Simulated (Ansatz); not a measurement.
# MgNH (quintet): wave-function methods side by side, def2-QZVPP

An exercise on one series of results from a longer session: the logs are not shown, and one member is left open.

Computed with Ansatz 0.2.0, Gaussian basis. Level: def2-QZVPP, core rule «outside noble gas», up to 6 orbitals frozen.

The runs, in order: UHF; ROHF; CCSD(T) on UHF.

2 further runs of the same task are left out: 2 set aside as unsound or not needed.

### What is computed

The geometry is a PBE0/def2-TZVP stationary point (not a proven minimum) of the parent state, kept for this charge and spin.

3 atoms, charge 0, spin multiplicity 5.

Atoms are counted from 1 here; the program's logs count them from 0.

Bond lengths: N1–Mg2 1.882 Å, N1–H3 1.011 Å. Angles: Mg2–N1–H3 180.0°.

The first run:

Input file in.yaml:

```yaml
crystal:
  periodic: [false, false, false]
  atoms:
    - {symbol: N, position_ang: [0.000000, 0.000000, 0.290233]}
    - {symbol: Mg, position_ang: [0.000000, 0.000000, -1.591467]}
    - {symbol: H, position_ang: [0.000000, 0.000000, 1.301233]}
basis:
  gaussian: {orbitals: "def2-QZVPP.json"}
magnetization: {spin_polarized: true, initial_magnetization: 4}
hamiltonian: {xc: hf}
output: {orbitals: {seedname: orbitals}}
```

On the command line:

```sh
> ansatz run in.yaml --threads 1 --pin off --events-out ev --progress --plain --max-ram 2393MiB
```

Steps of the session up to this table: UHF; ROHF; CCSD(T) on UHF.

One table of the session follows, with a row left open; its other results are not shown here.

```
  method  from UCCSD(T) (meV)
    ROHF              +5010.5
     UHF              +4782.3
    UMP2                    ?
   UCCSD               +126.6
UCCSD(T)                    0
```

**Question.** Estimate the row for UMP2.

The run gave: from UCCSD(T) (meV): +662.6. In the column «from UCCSD(T) (meV)» it lies between UCCSD (+126.6) and UHF (+4782.3).
